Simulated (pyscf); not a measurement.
One four-centre exchange on the singlet surface with elements of a group swapped. ωB97M-D3(BJ)/def2-TZVP, kJ/mol, from the separated reactants. Structures and frequencies: ωB97X-D3(BJ)/def2-SVP in PySCF.

```tsv
step	barrier	reaction energy	imaginary mode (i cm⁻¹)
`[CH3][Be][CH3]` + `[SeH2]` → `[CH3][Be][SeH]` + `[CH4]`	49.9	-117.0	1003
`[CH3][Be][CH3]` + `[TeH2]` -> `[CH3][Be][TeH]` + `[CH4]`	___	___	892
`[CH3][Be][CH3]` + `[SH2]` → `[CH3][Be][SH]` + `[CH4]`	49.8	-116.4	1124
```

Some entries are withheld; supply them.


- `[CH3][Be][CH3]` + `[TeH2]` -> `[CH3][Be][TeH]` + `[CH4]`, barrier: 57.6
- `[CH3][Be][CH3]` + `[TeH2]` -> `[CH3][Be][TeH]` + `[CH4]`, reaction energy: -104.9

Row 1: On the reactant side the descent ends in an adduct with a Be–Se contact, 24.4 kJ/mol under the separated species and 64.5 kJ/mol under the saddle at ωB97X-D3(BJ)/def2-TZVP. Row 2: On the reactant side the descent ends in an adduct with a Be–Te contact (not fully relaxed), 23.1 kJ/mol under the separated species and 66.9 kJ/mol under the saddle at ωB97X-D3(BJ)/def2-TZVP. Row 3: On the reactant side the descent ends in an adduct with a Be–S contact, 26.1 kJ/mol under the separated species and 69.1 kJ/mol under the saddle at ωB97X-D3(BJ)/def2-TZVP. Each row is the saddle that its search found. Elements up to Kr have no core potential and no relativistic terms here. Elements past Kr carry the def2 core potentials, without spin-orbit coupling.
